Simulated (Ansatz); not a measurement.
Basis-set extrapolation for `PP` (PBE0-D4/def2-TZVP geometry, frozen core, Ansatz). Multiplicity 1, RHF reference.

|  | def2-TZVPP | def2-QZVPP |
| --- | --- | --- |
| HF | -683.816797 | -683.836678 |
| MP2 correlation | -0.320131 | -0.344914 |
| CCSD(T) correlation | -0.379925 | -0.402085 |

Energies in hartree. Use E(X) = E(∞) + A·exp(−7.88·√X) for Hartree–Fock and E(X) = E(∞) + B·X^(−2.97) for correlation, with X = 3 and 4.

Task: What is the CCSD(T) energy at the basis-set limit?

Result: HF limit: -683.836678 + (-0.019881) × 0.13774 = -683.83942. Correlation limit: -0.402085 + (-0.022160) × 0.74074 = -0.41850. Total: -684.25792 hartree, 160.7 kJ/mol below CCSD(T)/def2-TZVPP.
